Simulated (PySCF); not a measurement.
Rows and methods have been separated. Pair them.

Compound: AlMe2H, C2H7Al.
Structure used (PBE0-D3(BJ)/def2-SVP), in Å, numbered top down from 1:
```
atom  x, y, z in Å
Al1   -0.3852   -0.6570   -0.0023
C2     1.5750   -0.6655   -0.0029
H3     1.9686   -0.1827    0.9093
H4     1.9739   -0.0799   -0.8498
H5     2.0103   -1.6753   -0.0584
C6    -1.3502    1.0493    0.0070
H7    -1.1429    1.6180   -0.9171
H8    -1.0142    1.6927    0.8389
H9    -2.4424    0.9361    0.0879
H10   -1.1929   -2.0358   -0.0126
```

The closed-shell ground state was solved 3 times with PySCF (density fitting, gas phase), always in the pcSseg-1 (pcSseg-2 on Al) basis (112 functions), with these functionals: B3LYP, PBE and PBE0.

```json
{"row": "P", "total energy (Eh)": "-322.8881", "HOMO (eV)": "-7.55", "LUMO (eV)": "-1.14", "dipole (D)": "0.63"}
{"row": "Q", "total energy (Eh)": "-322.5926", "HOMO (eV)": "-6.50", "LUMO (eV)": "-1.66", "dipole (D)": "0.70"}
{"row": "R", "total energy (Eh)": "-322.6340", "HOMO (eV)": "-7.79", "LUMO (eV)": "-0.92", "dipole (D)": "0.65"}
```

Question: Which functional belongs to which row?

Answer: P = B3LYP, Q = PBE, R = PBE0. By rising HOMO–LUMO gap: PBE (GGA) 4.84 eV; B3LYP (global hybrid, 20 % exact exchange) 6.41 eV; PBE0 (global hybrid, 25 % exact exchange) 6.87 eV. Total energies of different functionals aren't bounds to one another; each is stationary for its own functional.
